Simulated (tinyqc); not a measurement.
Inside a calculation. Method: Pariser-Parr-Pople SCF with singles CI, for the molecule c1ccccc1 (SMILES; centres numbered as the heavy atoms are written). One step of it, computed by the program tinyqc.

Problem. Iteration 3: Fock matrix. F_rr = H_rr + P_rr gamma_rr / 2 + sum_(s != r) P_ss gamma_rs; F_rs = H_rs - P_rs gamma_rs / 2; E = tr P (H + F) / 2 + core repulsion sum_(r<s) z_r z_s gamma_rs.

P after iteration 2, lower triangle:
```
           1C         2C         3C        4C        5C        6C
1C   1.000000
2C   0.666672   1.000000
3C   0.000000   0.666657   1.000000
4C  -0.333313   0.000000   0.666672  1.000000
5C   0.000000  -0.333343   0.000000  0.666672  1.000000
6C   0.666672   0.000000  -0.333343  0.000000  0.666657  1.000000
```

core matrix H (eV), lower triangle:
```
            1C          2C          3C          4C          5C          6C
1C  -33.115059
2C   -2.560000  -33.115640
3C    0.000000   -2.560000  -33.115640
4C    0.000000    0.000000   -2.560000  -33.115059
5C    0.000000    0.000000    0.000000   -2.560000  -33.115640
6C   -2.560000    0.000000    0.000000    0.000000   -2.560000  -33.115640
```

repulsion gamma_rs (eV), lower triangle:
```
           1C         2C         3C         4C         5C         6C
1C  11.130000
2C   5.346287  11.130000
3C   3.872515   5.345539  11.130000
4C   3.517455   3.872515   5.346287  11.130000
5C   3.872515   3.518103   3.873196   5.346287  11.130000
6C   5.346287   3.873196   3.518103   3.872515   5.345539  11.130000
```

Centres (angstrom, eV; a flat drawing with bonds scaled to 1.40 angstrom):
```
centre          x          y  core charge z          W   gamma_rr
1C       1.400000   0.000000              1  11.160000  11.130000
2C       0.700000   1.212000              1  11.160000  11.130000
3C      -0.700000   1.212000              1  11.160000  11.130000
4C      -1.400000   0.000000              1  11.160000  11.130000
5C      -0.700000  -1.212000              1  11.160000  11.130000
6C       0.700000  -1.212000              1  11.160000  11.130000
```

Give: F; pi energy.

Solution.

F (eV), lower triangle:
```
        1C      2C      3C      4C      5C      6C
1C  -5.595
2C  -4.342  -5.595
3C   0.000  -4.342  -5.595
4C   0.586   0.000  -4.342  -5.595
5C   0.000   0.586   0.000  -4.342  -5.595
6C  -4.342   0.000   0.586   0.000  -4.342  -5.595
```

pi energy = -78.459 eV
